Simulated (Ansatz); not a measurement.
## Li₂Nb: from a trial structure to a relaxed crystal

The calculation used DFT PBE, scalar-relativistic, plane waves, PAW in Ansatz. Cutoff 420 eV, Γ-centred k mesh, Gaussian smearing, no spin polarisation in the final step.

Li₂Nb was placed on the ThSi2 structure type (I4_1/amd, No. 141), with Nb in place of Th, Li in place of Si, at a guessed volume.

```
Li Nb
1.0
    -1.80037    1.80037    6.25984
     1.80037   -1.80037    6.25984
     1.80037    1.80037   -6.25984
Li Nb
4 2
Direct
  0.41650 0.41650 0.00000
  0.16650 0.66650 0.50000
  0.33350 0.83350 0.50000
  0.58350 0.58350 0.00000
  0.00000 0.00000 0.00000
  0.75000 0.25000 0.50000
```

Cell and atoms relax at zero pressure; the relaxation can't lower the symmetry of the start. After a coarse first stage the cell is made exact in the group found at 0.06 Å.

The zero of energy is the elements' standard structures at the same level; no fitted shifts are applied.

Task: Describe the relaxed structure.

Result: It keeps I4_1/amd (No. 141), but not the shape of the type it started on. Conventional cell: a = 2.652 Å, c = 30.706 Å. Li is coordinated by 4 Li at 2.65 Å, 2 Li at 3.04 Å and 4 Nb at 3.10 Å; around Nb lie 4 Nb at 2.65 Å and 8 Li at 3.10 Å.

```cif
data_structure
_symmetry_space_group_name_H-M 'I4_1/amd:1'
_symmetry_Int_Tables_number 141
_cell_length_a 2.6517
_cell_length_b 2.6517
_cell_length_c 30.7056
_cell_angle_alpha 90.000
_cell_angle_beta 90.000
_cell_angle_gamma 90.000
_cell_volume 215.91
loop_
_atom_site_label
_atom_site_type_symbol
_atom_site_symmetry_multiplicity
_atom_site_Wyckoff_symbol
_atom_site_fract_x
_atom_site_fract_y
_atom_site_fract_z
_atom_site_occupancy
Li1 Li 8 e 0.00000 0.00000 0.41953 1
Nb1 Nb 4 a 0.00000 0.00000 0.00000 1
```

Task: What are its volume, energy, density and gap?

Result: The volume per atom is 17.99 Å³, the density is 3.29 g/cm³ and the energy over the elements is 0.31 eV/atom. The gap on the 20×20×20 mesh is 0 eV (a metal).

The final run used a 20×20×20 mesh on its 6-atom cell and 0.10 eV smearing. For metals, differences of a few meV/atom aren't resolved. Symmetry constrained the relaxation, so the result can be a saddle point. The steps took about 5 core-minutes in all.